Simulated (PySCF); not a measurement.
The numbers are results of PBE-D3(BJ)/def2-TZVP in PySCF, not measurements. Isolated molecules, 0 K electronic values unless said otherwise. One relaxed conformer stands for a flexible species; it need not be the lowest. Delta-SCF ions had no search for a lower state. Excitations are Tamm–Dancoff values on a coarser integration grid. The basis has no diffuse functions, so Rydberg states are missing or too high.

Reference species (SMILES): `C(C=C)=C` (C–C–C–C torsion 180°) (neutral, multiplicity 1).

```yaml
vertical ionisation energy (Delta-SCF): 8.86 eV
S1 oscillator strength: 0.961
S1 excitation (TDA): 6.18 eV
```

Changed species: `C=CC(=C)[SeH]` (C–C–C–Se torsion -4°, C–C–Se–H torsion 140°) (X = selanyl; the reference has X = H).

Problem. Give the shifts of the vertical ionisation energy (Delta-SCF), S1 oscillator strength and S1 excitation (TDA).

Solution. the vertical ionisation energy (Delta-SCF) falls by 0.59 eV, to 8.27 eV; the S1 oscillator strength falls by 0.936, to 0.025; the S1 excitation (TDA) decreases by 2.54 eV, to 3.64 eV.
